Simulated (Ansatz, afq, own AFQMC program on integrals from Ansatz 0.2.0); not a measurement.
AFQMC on a folder of integrals that Ansatz 0.2.0 wrote.

```yaml
crystal:
  periodic: [false, false, false]
  atoms:
    - {symbol: Zn, position_ang: [0.000000, 0.000000, 0.000000]}
basis:
  gaussian: {orbitals: def2-TZVP}
magnetization: {spin_polarized: true, initial_magnetization: 2}
correlation: {method: ccsd_t, electrons: outside_noble_gas, hamiltonian_folder: ham}
```

```sh
$ ansatz run in.yaml --threads 1 --pin off --events-out ev --progress --plain --max-ram 24576MiB --backend cuda --devices 0, --max-vram 18GiB
```

Options of the walk:

```
--method phaseless --trial cisd --walkers 4000 --populations 20 --least-time 60 --time-step 0.005 --steps-per-block 50 --equilibration-blocks 40 --max-blocks 4000 --target-error 0.00021 --factor-cut 1e-05 --start spin_pure --seed 5142 --release-times 0.24,0.51,0.99,1.62,2.4 --release-step 0.03 --release-every 3 --taylor-order 6
```

Times are imaginary, in 1/Eh. The walk had a cap of 125 s. With eight or more populations the least sampling time is a fifth of least-time, and the error comes from their spread.

Output of the walk:

```
orbitals 39  electrons 7 5  factors 287 of 320
reference energy -1777.71191615 Eh
CCSD correlation -0.33754364 Eh in 13 cycles, weight of the determinant in the CISD state 0.9508
energy of the start -1778.049457 Eh
 block  time / (1/Eh)  mean weight  energy / Eh
     1     0.250  0.9999  -1778.051021
     2     0.500  0.9996  -1778.052999
     3     0.750  1.0004  -1778.053730
     4     1.000  1.0000  -1778.054719
     5     1.250  1.0001  -1778.055690
     7     1.750  1.0001  -1778.054939
     9     2.250  1.0006  -1778.056192
    11     2.750  0.9997  -1778.056063
    15     3.750  1.0000  -1778.055157
    19     4.750  0.9996  -1778.055428
    21     5.250  0.9990  -1778.056312
    23     5.750  1.0006  -1778.055065
    27     6.750  1.0005  -1778.055793
    31     7.750  0.9999  -1778.054666
    35     8.750  1.0000  -1778.054904
    39     9.750  1.0003  -1778.054214
    43    10.750  1.0004  -1778.055034
    47    11.750  0.9999  -1778.054992
    51    12.750  1.0001  -1778.054645
    55    13.750  1.0004  -1778.055377
    57    14.250  1.0002  -1778.054097
    59    14.750  0.9998  -1778.054374
    63    15.750  1.0001  -1778.054764
    67    16.750  0.9996  -1778.055473
    71    17.750  1.0003  -1778.055255
    75    18.750  0.9994  -1778.055473
    79    19.750  0.9995  -1778.056147
    83    20.750  1.0006  -1778.054872
    87    21.750  0.9998  -1778.056004
    89    22.250  0.9997  -1778.055876
error from the spread of 20 populations
released: time / (1/Eh)  energy / Eh  error  mean overlap
  0.24  -1778.055506  0.000093  0.9973
  0.51  -1778.055408  0.000098  0.9955
  0.99  -1778.055423  0.000128  0.9865
  1.62  -1778.055291  0.000166  0.9873
  2.40  -1778.055251  0.000170  0.9790
energy -1778.055205 +/- 0.000114 Eh
(rows thinned)
```

The run passed its tests (sampling time, drift between the halves within three errors, error under three times the target), which doesn't prove that it has relaxed. The second half of the sampling lies below the first by 1.6 errors of their difference, so the energy may still be moving and its error bar be too small.

Against this walk (error 3.1 meV) on the same determinant: CCSD(T) 16.8 meV lower, CCSDT(Q) 8.1 meV lower. The error is statistical and leaves out the bias of the constraint. Released to 2.40 1/Eh the energy moves by -1 ± 6 meV (both errors), within twice the noise.

Cautions: constraint bias not in the error; no relativity below Rb; outer-core shells of the metal frozen; another spin lies lower (by 3.69 eV).

The walk took 44 s on 1 × NVIDIA H100 80GB HBM3 with 2 threads of AMD EPYC 7R13 Processor (Zen 3), on a shared host (the card was shared). The log's last line is the phaseless energy.

CCSDT and higher add their correlation energy to the determinant of the CCSD(T) run, since their own runs factorise the integrals more tightly (a shift of under 2 meV). A walk keeps the symmetry of its determinant, which the program's search chose and which needn't be the lowest solution, so a lower state of the same spin and another symmetry isn't excluded.
